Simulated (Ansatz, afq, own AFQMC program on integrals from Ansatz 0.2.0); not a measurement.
Integrals from Ansatz 0.2.0, then the random walk in our own AFQMC program (afq).

```yaml
crystal:
  periodic: [false, false, false]
  atoms:
    - {symbol: Ge, position_ang: [0.000000, 0.053286, 0.410413]}
    - {symbol: N, position_ang: [0.000000, -0.200378, -1.873543]}
    - {symbol: H, position_ang: [0.000001, -1.309487, 1.170659]}
    - {symbol: H, position_ang: [0.825986, 0.126887, -2.356401]}
    - {symbol: H, position_ang: [-0.825986, 0.126885, -2.356401]}
basis:
  gaussian: {orbitals: cc-pVDZ}
magnetization: {spin_polarized: true, initial_magnetization: 2}
correlation: {method: ccsd_t, electrons: outside_noble_gas, hamiltonian_folder: ham}
```

```sh
$ ansatz run in.yaml --threads 1 --pin off --events-out ev --progress --plain --max-ram 1382MiB
```

Options of the walk:

```
--method phaseless --trial cisd --walkers 60 --populations 1 --least-time 40 --time-step 0.005 --steps-per-block 50 --equilibration-blocks 28 --max-blocks 300 --target-error 0.00042 --factor-cut 1e-05 --start spin_pure --seed 4194 --release-times 0.24,0.51,0.99,1.62,2.4 --release-step 0.03 --release-every 4 --taylor-order 6
```

Times are imaginary, in 1/Eh. The walk had a cap of 1833 s. Filled inner d shells are frozen with the cores.

afq prints:

```
orbitals 41  electrons 7 5  factors 323 of 595
reference energy -2131.44686539 Eh
CCSD correlation -0.26219408 Eh in 17 cycles, weight of the determinant in the CISD state 0.8146
energy of the start -2131.707036 Eh
 block  time / (1/Eh)  mean weight  energy / Eh
     1     0.250  1.0003  -2131.704490
     2     0.500  0.9980  -2131.706646
     3     0.750  1.0011  -2131.711190
     4     1.000  0.9958  -2131.710631
     5     1.250  0.9983  -2131.715435
     7     1.750  0.9984  -2131.712669
     9     2.250  1.0018  -2131.720852
    17     4.250  0.9977  -2131.720293
    33     8.250  1.0003  -2131.719540
    49    12.250  1.0006  -2131.722236
    65    16.250  0.9990  -2131.722029
    81    20.250  0.9978  -2131.716480
    97    24.250  0.9982  -2131.720542
   113    28.250  1.0028  -2131.717753
   129    32.250  0.9987  -2131.713357
   145    36.250  1.0015  -2131.723552
   153    38.250  0.9999  -2131.710512
   161    40.250  1.0010  -2131.724744
   177    44.250  0.9991  -2131.710532
   193    48.250  0.9986  -2131.718180
   209    52.250  1.0025  -2131.715186
   225    56.250  0.9987  -2131.714709
   241    60.250  1.0009  -2131.718391
   257    64.250  0.9977  -2131.715512
   273    68.250  0.9989  -2131.719901
   289    72.250  0.9998  -2131.727132
   305    76.250  0.9981  -2131.719053
   321    80.250  0.9989  -2131.714437
blocks merged  error / Eh  count
     1  0.000338  300
     2  0.000415  150
     4  0.000458  75
     8  0.000477  37
    16  0.000496  18
    32  0.000343  9
released: time / (1/Eh)  energy / Eh  error  mean overlap
  0.24  -2131.719294  0.000787  0.9965
  0.51  -2131.719031  0.000671  1.0074
  0.99  -2131.719006  0.000647  1.0124
  1.62  -2131.720142  0.001006  0.9864
  2.40  -2131.719205  0.001073  0.9919
energy -2131.718491 +/- 0.000496 Eh
(rows thinned)
```

The run passed its tests (sampling time, drift between the halves within three errors, error under three times the target), which doesn't prove that it has relaxed.

Against this walk (error 13.5 meV) on the same determinant: CCSD(T) 49.0 meV higher, CCSDT(Q) 27.4 meV lower. The error is statistical and leaves out the bias of the constraint. Released to 0.99 1/Eh the energy moves by -14 ± 22 meV (both errors), within twice the noise.

Cautions: constraint bias not in the error; error above the target (13.5 against 11.4 meV); no relativity below Rb; no spin-orbit coupling; inner d shell frozen; lower spins were not checked; higher spins were not checked; strong correlation (T1 0.055, weight of the determinant 0.81, largest double 0.06); unrestricted determinant slightly spin contaminated (⟨S²⟩ 2.06 against 2.00); the bias of populations of 60 walkers isn't removed.

The walk took 6.8 min on 1 thread of Intel(R) Xeon(R) 6975P-C (Granite Rapids) (shared host). The log's last line is the phaseless energy.

CCSDT and higher add their correlation energy to the determinant of the CCSD(T) run, since their own runs factorise the integrals more tightly (a shift of under 2 meV). A walk keeps the symmetry of its determinant, which the program's search chose and which needn't be the lowest solution, so a lower state of the same spin and another symmetry isn't excluded.
